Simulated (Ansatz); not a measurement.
# H2O (water), run twice

Wanted: a structure relaxation of H2O (water), MP2/x2c-TZVPall.

Program for the calculation: Ansatz 0.2.0.

7 further runs of the same task are left out: 3 for a known fault of the program, 2 that didn't finish, 2 set aside as unsound or not needed.

### 1 The structure to begin with

The species is H2O (3 atoms), meant as a singlet with charge 0. SMILES: `O`. Geometry: relaxed at PBE0-D4/def2-TZVP. The run starts from this shape.

Bond lengths: O1–H2 0.960 Å, O1–H3 0.960 Å. Angles: H2–O1–H3 105.1°.

### 2 The input as first written

Contents of run.yaml:

```yaml
crystal:
  periodic: [true, true, true]
  atoms:
    - {symbol: O, position_ang: [-0.302700, 0.200200, -0.140600]}
    - {symbol: H, position_ang: [0.466500, 0.548400, 0.315300]}
    - {symbol: H, position_ang: [-0.163800, -0.748600, -0.174700]}
basis:
  gaussian: {orbitals: x2c-TZVPall.json}
hamiltonian: {pseudopotentials: {relativity: none}}
relax: {max_steps: 40}
correlation: {method: mp2}
```

Command:

```sh
$ ansatz run run.yaml --threads 1 --pin off --max-ram 2610MiB --events-out events.jsonl --progress --plain --runs-dir runs
```

The log of the run:

```text
Error: YAML parse error: error: line 2 column 3: crystal: missing field `lattice` (a structure is typed as `lattice` and `atoms`, a molecule's as `atoms` in Å alone, or read from a run's directory, `checkpoint`)
 --> <input>:2:3
  |
1 | crystal:
2 |   periodic: [true, true, true]
  |   ^ crystal: missing field `lattice` (a structure is typed as `lattice` and `atoms`, a molecule's as `atoms` in Å alone, or read from a run's directory, `checkpoint`)
3 |   atoms:
4 |     - {symbol: O, position_ang: [-0.302700, 0.200200, -0.140600]}
  |
```

It took 0.02 s on 1 thread of Arm Neoverse V2, shared host.

### 3 Diagnosis

The input was rejected.

The telling line is `Error: YAML parse error: error: line 2 column 3: crystal: missing field 'lattice'`. What is wrong: the molecule is declared periodic without a cell.

### 4 Try two

run.yaml, as its differences from that of step 2:

```diff
@@ -1,3 +1,3 @@
 crystal:
-  periodic: [true, true, true]
+  periodic: [false, false, false]
   atoms:
@@ -8,4 +8,5 @@
   gaussian: {orbitals: x2c-TZVPall.json}
+relax: {}
 hamiltonian: {pseudopotentials: {relativity: none}}
-relax: {max_steps: 40}
 correlation: {method: mp2}
+output: {orbitals: {seedname: orbitals}}
```

The basis set x2c-TZVPall is read from a file made from the Basis Set Exchange's data (not shown).

Command:

```sh
$ ansatz run run.yaml --threads 1 --pin off --max-ram 2610MiB --events-out events.jsonl --progress --plain --runs-dir runs
```

The log of the run, cut to the lines that bear on the results:

```text
Warning: RAYON_NUM_THREADS=1 ignored (pool sized by the plan → 1); use --threads N
[...]
Functional definition: HF
  name "HF"
[...]
330 factors; integrals over basis functions are off by at most 3.0e-4 eV
[...]
mean field -2069.57427169 eV, -76.0554516768 hartree, gradient 1.1e-6 eV, S^2 0.000000; 0 other end points of the search recorded, 0 dependent functions left out
1 core orbitals not correlated: weight in the atoms' cores, before any rotation towards them, 1.000 or more for the frozen orbitals, at most 0.000 for the correlated occupied ones
reference -2069.57427169 eV, -76.0554516768 hartree; 4, 4 occupied and 38, 38 virtual orbitals, 330 factors
second order -6.91513544 eV of doubles, -0.00000000 eV of singles
[...]
WARN: the results are in doubt because the basis set is contracted for relativity, which is off
[...]
330 factors; integrals over basis functions are off by at most 3.1e-4 eV
mean field -2069.56825236 eV, -76.0552304706 hartree, gradient 2.9e-6 eV, S^2 0.000000; 1 other end points of the search recorded, 0 dependent functions left out
1 core orbitals not correlated: weight in the atoms' cores, before any rotation towards them, 1.000 or more for the frozen orbitals, at most 0.000 for the correlated occupied ones
reference -2069.56825236 eV, -76.0552304706 hartree; 4, 4 occupied and 38, 38 virtual orbitals, 330 factors
second order -6.92158020 eV of doubles, -0.00000000 eV of singles
[...]
Total energy: -2076.48983256 eV, -76.3095938513 hartree
Atom 0 at    -0.304710     0.201547    -0.141532 Å, force    -0.005389     0.003452    -0.002516 eV/Å
Atom 1 at     0.467683     0.548106     0.315906 Å, force    -0.001031    -0.009474    -0.001648 eV/Å
Atom 2 at    -0.162973    -0.749653    -0.174374 Å, force     0.006420     0.006022     0.004164 eV/Å
Dipole moment:     0.341714    -0.226022     0.158719 e Å
In doubt: the basis set is contracted for relativity, which is off
Checks for a lower state left out: cluster_reference
```

It took 0.8 s on 1 thread of Arm Neoverse V2, shared host.

The path in brief:

```csv
step,energy from the first frame kept (eV),largest force (eV/Å)
1,0.0000,0.1948
2,-0.0004,0.0733
3,-0.0004,0.0097
```

After the run. Bond lengths: O1–H2 0.962 Å, O1–H3 0.962 Å. Angles: H2–O1–H3 104.7°.

### 5 Outcome

Level: MP2/x2c-TZVPall.

| quantity | value |
| --- | --- |
| total energy at the end | -76.30959 Eh |
| dipole moment (correlated density) | 2.11 D |
| HOMO energy (Hartree–Fock orbitals) | -13.81 eV |
| LUMO energy (Hartree–Fock orbitals) | 3.46 eV |
| HOMO–LUMO gap (Hartree–Fock orbitals) | 17.28 eV |
| correlation energy (1 core orbital frozen) | -254.4 mEh |

The optimisation took 2 steps and changed the energy by -0.000 eV. Mulliken charges run from -0.67 on O1 to +0.34 on H3; they depend strongly on the basis. The basis was made for a relativistic Hamiltonian, but the run is non-relativistic.
